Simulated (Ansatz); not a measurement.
**Nickel, fcc under LDA: convergence with the cold (Marzari-Vanderbilt) smearing**

A convergence test of the cold (Marzari-Vanderbilt) smearing width. The geometry was relaxed under LDA beforehand and stays fixed; 7 values are run, from 0.01 to 1.0 eV. Wanted are the values from which on the energy stays within 10 and 1 meV/atom, and the pressure within 0.5 GPa, of the narrowest run. Within the series other settings stay, but some runs also write fields, which adds to their time. The moments start as that relaxation left them.

Method: DFT LDA, plane waves with PAW, scalar-relativistic, in Ansatz 0.2.0.

## 1. The structure to begin with

Symmetry: Fm-3m, No. 225, cubic system. Conventional cell: a = 3.425 Å, b = 3.425 Å, c = 3.425 Å, α = 90.00°, β = 90.00°, γ = 90.00°. Around Ni (site symmetry m-3m) lie 12 Ni at 2.42 Å.

Coordinates:

```cif
data_structure
_symmetry_space_group_name_H-M 'P 1'
_symmetry_Int_Tables_number 1
_cell_length_a 2.4218
_cell_length_b 2.4218
_cell_length_c 2.4218
_cell_angle_alpha 60.000
_cell_angle_beta 60.000
_cell_angle_gamma 60.000
_cell_volume 10.04
loop_
_atom_site_label
_atom_site_type_symbol
_atom_site_fract_x
_atom_site_fract_y
_atom_site_fract_z
_atom_site_occupancy
Ni1 Ni 0.00000 0.00000 0.00000 1
```

The atoms start with moments of +0.61 μB.

## 2. With a width of 0.01 eV

The run at 0.01 eV.

Contents of input.yaml:

```yaml
crystal:
  lattice:
    - [0.0, 1.7124646296, 1.7124646296]
    - [1.7124646296, 0.0, 1.7124646296]
    - [1.7124646296, 1.7124646296, 0.0]
  atoms:
    - { symbol: Ni, position: [0.0, 0.0, 0.0], spin: 0.607 }
hamiltonian:
  xc: lda
  pseudopotentials:
    kind: paw
    azcp:
      Ni: "pseudopotentials/Ni.paw.azcp"
basis:
  ecutwfc: 420
  fft_grid_basis: typed
kpoints:
  mp_grid: { grid: [16, 16, 16], shift: [0, 0, 0] }
magnetization:
  spin_polarized: true
scf:
  occupations: { method: cold, width: 0.01 }
  lower_state_search: "off"
output:
  stress: true
```

Started as:

```sh
$ ansatz run input.yaml --threads 2 --pin off --max-ram 5120MiB --backend cpu --events-out ev --progress --plain --runs-dir out
```

## 3. With a width of 0.03 eV

The run at 0.03 eV.

Edit input.yaml of step 2 so:

```diff
@@ -21,3 +21,3 @@
 scf:
-  occupations: { method: cold, width: 0.01 }
+  occupations: { method: cold, width: 0.03 }
   lower_state_search: "off"
@@ -25 +25,5 @@
   stress: true
+  write_density: true
+  write_potential: true
+  elf: true
+  volumetric_format: npy
```

## 4. With a width of 0.1 eV

The run at 0.1 eV.

Edit input.yaml of step 3 so:

```diff
@@ -21,3 +21,3 @@
 scf:
-  occupations: { method: cold, width: 0.03 }
+  occupations: { method: cold, width: 0.1 }
   lower_state_search: "off"
@@ -25,5 +25 @@
   stress: true
-  write_density: true
-  write_potential: true
-  elf: true
-  volumetric_format: npy
```

## 5. With a width of 0.2 eV

The run at 0.2 eV.

Edit input.yaml of step 4 so:

```diff
@@ -21,3 +21,3 @@
 scf:
-  occupations: { method: cold, width: 0.1 }
+  occupations: { method: cold, width: 0.2 }
   lower_state_search: "off"
@@ -25 +25,5 @@
   stress: true
+  write_density: true
+  write_potential: true
+  elf: true
+  volumetric_format: npy
```

## 6. With a width of 0.3 eV

The run at 0.3 eV.

Edit input.yaml of step 5 so:

```diff
@@ -21,3 +21,3 @@
 scf:
-  occupations: { method: cold, width: 0.2 }
+  occupations: { method: cold, width: 0.3 }
   lower_state_search: "off"
@@ -25,5 +25 @@
   stress: true
-  write_density: true
-  write_potential: true
-  elf: true
-  volumetric_format: npy
```

## 7. With a width of 0.6 eV

The run at 0.6 eV.

Edit input.yaml of step 6 so:

```diff
@@ -21,3 +21,3 @@
 scf:
-  occupations: { method: cold, width: 0.3 }
+  occupations: { method: cold, width: 0.6 }
   lower_state_search: "off"
@@ -25 +25,5 @@
   stress: true
+  write_density: true
+  write_potential: true
+  elf: true
+  volumetric_format: npy
```

## 8. With a width of 1.0 eV

The run at 1.0 eV.

Edit input.yaml of step 7 so:

```diff
@@ -21,3 +21,3 @@
 scf:
-  occupations: { method: cold, width: 0.6 }
+  occupations: { method: cold, width: 1.0 }
   lower_state_search: "off"
@@ -25,5 +25 @@
   stress: true
-  write_density: true
-  write_potential: true
-  elf: true
-  volumetric_format: npy
```

(Steps that only read results are left out.)

Before running it: what results should come out?

**Answer**, as computed:

| quantity | value |
| --- | --- |
| E(σ → 0) stays within 10 meV/atom of 0.01 eV | up to 0.6 eV |
| E(σ → 0) stays within 1 meV/atom | up to 0.2 eV |
| pressure stays within 0.5 GPa | up to 0.6 eV |
| pressure at 0.01 eV | -0.65 GPa |
| energy of a separate run on a finer mesh (26×26×26) | +1.8 meV/atom from 0.01 eV |

**Reading.** At 1.0 eV the energy differs by +31.0 meV/atom and the pressure by -4.1 GPa. The free energy F moves by +84.1 meV/atom over the range, and the estimate for σ → 0 by +31.0. This scheme cancels the term in the square of the width, so F moves little up to 0.2 eV. The mesh (16×16×16) is fixed, so the narrowest widths carry a k-point error of their own. The largest moment goes from 0.59 μB at 0.01 eV to 0.00 μB at 1.0 eV. The yardstick itself is unsettled by 1.8 meV/atom against the finer mesh, so the thresholds above hold only within this series, and wider smearing, which averages over more states, can land nearer the fine-mesh value than the narrowest does. The cell taken over is 8 % smaller than the measured one (10.94 Å³/atom, COD), which weighs on all values here.
